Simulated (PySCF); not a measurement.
Ligands exchanged one at a time, Si OH-H. Isolated molecules, 0 K electronic values unless said otherwise. One relaxed conformer stands for each flexible species; it need not be the lowest. Strings in code marks are SMILES.

The vertical ionisation energy (Delta-SCF) from two functionals at the same geometries (PBE0-D3(BJ)/def2-TZVP), both in PySCF: PBE-D3(BJ)/def2-TZVP and ωB97X-D3(BJ)/def2-TZVP. Delta-SCF ions had no search for a lower state. 

| species | PBE-D3(BJ)/def2-TZVP (eV) | ωB97X-D3(BJ)/def2-TZVP (eV) |
|---|---|---|
| 0 of 4 OH replaced by H | 10.60 | 11.89 |
| 2 of 4 OH replaced by H (`O[SiH2]O` (H–O–Si–O torsion 66°, O–Si–O–H torsion 66°)) | 10.79 | 11.72 |
| 3 of 4 OH replaced by H (`O[SiH3]`) | 10.90 | 11.58 |
| 4 of 4 OH replaced by H (`[SiH4]`) | 12.13 | 12.85 |

Over these rows, drawn at random from the members with no instability flagged (it was tested for open shells, ions and some series alone), PBE minus ωB97X-D3(BJ): mean -0.91 eV, from -1.29 eV to -0.69 eV.
